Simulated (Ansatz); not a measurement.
System: C₃H₆Cl (charge 0, doublet). It need not be the lowest isomer of its formula. 
Geometry from a B3LYP-D3(BJ)/def2-TZVP (Ansatz, a program for electronic structure) optimisation:
SMILES: C([CH]C)Cl
```xyz
10

C      0.8375     0.0948    -0.9645
C      2.0632    -0.1483    -0.1666
C     -0.3076     0.7979    -0.4131
H      0.6934    -0.4640    -1.8815
H      1.9495    -1.0454     0.4586
Cl    -1.3141    -0.3565     0.6987
H      2.9338    -0.3133    -0.8035
H      2.2746     0.6823     0.5111
H     -0.0420     1.6109     0.2571
H     -1.0281     1.1238    -1.1554
```
Charge 0, spin multiplicity 2.

Quantity: atomisation energy (electronic, to ground-state atoms), in kcal/mol. Cores are frozen in the correlated levels unless marked. UHF or UKS for open shells. Spin-orbit coupling is left out. Non-relativistic. The coupled-cluster limit lacks core correlation, which all-electron functionals hold. CBS marks a two-point X^-3 extrapolation of the correlation energy; Hartree-Fock from the larger set. The bracket is a focal-point correction in the basis named.

| level | program | atomisation energy (kcal/mol) |
|---|---|---|
| PBE-D4/def2-TZVPD | Ansatz + dftd4 | 904.0 |
| revPBE-D4/def2-TZVPD | Ansatz + dftd4 | 884.7 |
| PBE0-D3(BJ)/def2-TZVPD | Ansatz + dftd3 | 892.2 |
| B2PLYP-D4/def2-TZVPD | Ansatz + dftd4 | 873.7 |
| SCS-MP2/STO-3G | Ansatz | 901.9 |

Q: Predict the RI-MP2/CBS(cc-pV(T+d)Z,cc-pV(Q+d)Z)+[CCSD(T)-MP2]/cc-pV(D+d)Z result (Ansatz).

A: 881.3 kcal/mol
